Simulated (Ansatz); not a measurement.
B2F: single points at one geometry.

```yaml
crystal:
  periodic: [false, false, false]
  atoms:
    - {symbol: B, position_ang: [-0.152483, -0.017738, 0.045834]}
    - {symbol: B, position_ang: [0.683741, -0.607174, -1.133244]}
    - {symbol: F, position_ang: [-0.531258, 0.624913, 1.087420]}
basis:
  gaussian: {orbitals: def2-TZVPD, initial_orbitals: start.molden}
magnetization: {spin_polarized: true, initial_magnetization: 1}
hamiltonian: {xc: pbe0, dispersion: d4}
scf: {omitted_lower_state_checks: [starts]}
output: {orbitals: {seedname: orbitals}}
```

The file start.molden holds the orbitals of an earlier run on this structure, at another level or in another basis.

```sh
$ ansatz run in.yaml --threads 4 --pin off --events-out ev --progress --plain --max-ram 3916MiB
```

Shortened log:

```
Functional definition: PBE0
527 factors; their error is unknown
mean field evaluation 1: about -4061.9477 eV, gradient 2.4e0 eV
mean field evaluation 2: about -4061.9609 eV, gradient 2.1e-2 eV
mean field evaluation 4: about -4061.9725 eV, gradient 6.5e-5 eV
mean field evaluation 8: about -4061.9725 eV, gradient 1.9e-5 eV
mean field -4061.97249068 eV, -149.2747357285 hartree, gradient 1.9e-6 eV, S^2 1.648521; 0 other end points of the search recorded, 0 dependent functions left out
reference -4061.97252244 eV, -149.2747368959 hartree; 10, 9 occupied and 104, 105 virtual orbitals, 527 factors
Total energy: -4062.00414275 eV, -149.2758989206 hartree
Checks for a lower state left out: starts
```

Hardware: 4 threads of Arm Neoverse V1 on a shared host. Wall time 1.4 s.

First input, but with `gaussian: {orbitals: def2-TZVP, initial_orbitals: start.molden}` and without the key `scf` (abridged; 3.7 s):

```
Functional definition: PBE0
mean field evaluation 16: about -4061.7511 eV, gradient 1.7e0 eV
mean field evaluation 32: about -4061.9008 eV, gradient 6.3e-3 eV
mean field evaluation 64: about -4061.9008 eV, gradient 6.5e-5 eV
mean field evaluation 96: about -4061.8755 eV, gradient 2.6e0 eV
mean field -4061.95927202 eV, -149.2742499518 hartree, gradient 9.8e-6 eV, S^2 1.648392; 11 other end points of the search recorded, 0 dependent functions left out
Total energy: -4061.99091912 eV, -149.2754129613 hartree
```

As the first input, with `gaussian: {orbitals: def2-SVP, initial_orbitals: start.molden}`, `hamiltonian: {xc: pbe, dispersion: d4}` (abridged; 0.55 s):

```
Functional definition: PBE
mean field -4056.95055438 eV, -149.0901829736 hartree, gradient 5.7e-6 eV, S^2 1.649344
Total energy: -4056.98888124 eV, -149.0915914597 hartree
Checks for a lower state left out: starts
```

As the first input, with `gaussian: {orbitals: def2-TZVP, initial_orbitals: start.molden}`, `correlation: {method: mp2}` and without the key `hamiltonian` (abridged; 0.35 s):

```
Functional definition: HF
mean field -4047.51360434 eV, -148.7433814562 hartree, gradient 3.1e-6 eV, S^2 1.738032
3 core orbitals not correlated: weight in the atoms' cores, before any rotation towards them, 1.000 or more for the frozen orbitals, at most 0.000 for the correlated occupied ones
second order -9.95175798 eV of doubles, -0.00000000 eV of singles
Total energy: -4057.46536232 eV, -149.1091018164 hartree
Checks for a lower state left out: starts
```

The first input with `gaussian: {orbitals: def2-TZVP, initial_orbitals: start.molden}`, `hamiltonian: {xc: pbe, dispersion: d4}` (abridged; 0.95 s):

```
Functional definition: PBE
mean field -4061.75840761 eV, -149.2668683211 hartree, gradient 2.9e-6 eV, S^2 1.630863
Total energy: -4061.79674569 eV, -149.2682772193 hartree
Checks for a lower state left out: starts
```

The first input with `gaussian: {orbitals: STO-3G}`, `hamiltonian: {xc: hf}` (abridged; 0.1 s):

```
Functional definition: HF
mean field evaluation 16: about -3988.7453 eV, gradient 3.8e-2 eV
mean field evaluation 32: about -3988.7403 eV, gradient 5.4e-1 eV
mean field -3988.79170998 eV, -146.5853916417 hartree, gradient 8.2e-6 eV, S^2 1.606806; 1 other end points of the search recorded, 0 dependent functions left out
Total energy: -3988.79170998 eV, -146.5853916417 hartree
Checks for a lower state left out: starts
```

As the first input, with `gaussian: {orbitals: def2-TZVP, initial_orbitals: start.molden}`, `hamiltonian: {xc: r2scan, dispersion: d4}`, `output: {forces: true, orbitals: {seedname: orbitals}}` (abridged; 2.2 s):

```
Functional definition: r2SCAN
mean field evaluation 16: about -4064.7201 eV, gradient 2.1e-6 eV
mean field -4064.72008191 eV, -149.3757078438 hartree, gradient 2.1e-6 eV, S^2 1.679074
Total energy: -4064.72833175 eV, -149.3760110201 hartree
Atom 0 force     0.089414    -0.125768    -0.210837 eV/Å
Atom 1 force    -0.006311    -0.001686     0.000611 eV/Å
Atom 2 force    -0.083103     0.127454     0.210227 eV/Å
Dipole moment:    -0.179182     0.055243     0.156648 e Å
Checks for a lower state left out: starts
```

Geometry: PBE0-D4/def2-TZVP.

Correlated methods freeze 3 core orbitals. At PBE0-D4/def2-TZVPD, PBE0-D4/def2-TZVP, PBE-D4/def2-SVP, MP2/def2-TZVP and others the charge 0 doublet is spin-contaminated (final ⟨S²⟩ up to 1.74, 0.75 for a pure state). At PBE0-D4/def2-TZVP a quartet of charge 0 lies 0.62 eV below the doublet, each at its own geometry. The structure comes from a short search, and lower isomers may exist.
